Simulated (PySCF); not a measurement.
CH3 (charge -1).
Atom-mapped SMILES: `[CH3-:1]` (hydrogens: H2, H3, H4 on C1)

A GFN2-xTB structure was refined with PySCF 2.14.0, PBE0-D3(BJ)/def2-SVP geometry optimisation, gas phase. Its GFN2-xTB values:

| coordinate | GFN2-xTB |
| --- | --- |
| C1–H2 | 1.146 Å |
| H2–C1–H3 | 101.8° |

How do these coordinates change at the PBE0-D3(BJ)/def2-SVP level?

```csv
coordinate,PBE0-D3(BJ)/def2-SVP (Å or °),change
C1–H2,1.135,-0.011
H2–C1–H3,99.6,-2.2
```

The energy falls by 1.4 kJ/mol over 4 energy and gradient evaluations, the largest force component goes from 0.0078 to 1.3e-05 Eh/bohr, and the atoms move by 0.025 Å rms after alignment. Among the bonds, C1–H2, C1–H3 and C1–H4 change most and about equally (-0.011 Å). Bonds longer at the end by more than 0.005 Å: 0 of 3; shorter: 3. Rotational constants go from 227755, 227711, 158512 to 228961, 228959, 166616 MHz.

The run used 29 basis functions and 23 SCF cycles in all.

PBE0-D3(BJ)/def2-SVP frequencies: not computed here.
